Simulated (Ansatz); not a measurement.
Ideal-gas functions of `N=C(F)Cl` at 298.15 K and 1 bar, from an Ansatz frequency run at PBE0-D4/def2-TZVP.

Molar mass 81.48 g/mol, point group Cs (symmetry number 1), electronic degeneracy 1, moments of inertia 44.477, 97.246, 141.723 u Å². Harmonic wavenumbers (cm⁻¹, unscaled): 401, 486, 632, 751, 854, 1023, 1246, 1807, 3592.

Use S(trans) = R[1.5 ln M + 2.5 ln T − 1.1517]; rotational temperatures θ = 24.2544 K / I; S(rot) = R[ln(√π/σ · √(T³/θAθBθC)) + 1.5]; for each mode x = 1.438777 ν̃/T, S = R[x/(eˣ − 1) − ln(1 − e⁻ˣ)] and H = RT x/(eˣ − 1); 1 cm⁻¹ = 0.0119627 kJ/mol; R = 8.31446 J/(mol·K).

By hand: the entropy, in J/(mol·K).

Translation 163.7. Rotation: θ = 0.5453, 0.2494, 0.1711 K, giving 103.9. Vibration, mode by mode: 4.01, 2.90, 1.66, 1.05, 0.70, 0.36, 0.14, 0.01, 0.00, in all 10.8. Electronic 0.0. Sum 278.4 J/(mol·K).

By hand: H − E and G − E in kJ/mol, counted from the electronic energy.

Zero-point energy ½ × 10792 × 0.0119627 = 64.6; thermal vibration 2.3; translation, rotation and pV give 4 RT = 9.9. H − E = 76.8 kJ/mol, and G − E = 76.8 − 298.15 × 278.4/1000 = -6.2 kJ/mol.

Vibration gives 4 % of the entropy. The sum counts one conformer and one mirror image; others add a mixing term.
